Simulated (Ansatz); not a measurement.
## bcc Mo

The numbers are results of PBEsol (Ansatz, a first-principles code, PAW), not measurements.

Run with plane-wave cutoff 520 eV, 28×28×28 k mesh, Fermi–Dirac smearing 0.084 eV (set by the program), no spin polarisation, scalar-relativistic PAW data made under PBE.

Cell: measured lattice: a = b = c = 3.1471 Å, α = β = γ = 90.00°.

```
Quantity                                         Result
---------------------------------------------  --------
elastic constant C11                            465 GPa
elastic constant C12                            159 GPa
elastic constant C44                           99.2 GPa
Voigt–Reuss–Hill bulk modulus                   261 GPa
Voigt–Reuss–Hill shear modulus (Hill average)   118 GPa
Young modulus                                   308 GPa
Poisson ratio                                     0.303
```

Measured, for comparison: elastic constant C11 478 GPa, elastic constant C12 160 GPa, elastic constant C44 112 GPa (0 K, 300 K values taken to 0 K by the source's computed thermal shift; zero-point effects included; as tabulated in Gong and Corso (2024), arXiv:2406.16634). Computed (rounded) less measured: elastic constant C11 -3 %, elastic constant C12 -0.6 %, elastic constant C44 -11 %.

Note: shear constants of such metals converge slowly with the k mesh; the cell isn't this level's own, so it is under some stress, which shifts stiffness and frequencies.

Elastic constants are with the ions relaxed.

The computed numbers hold no vibrational or temperature effects.
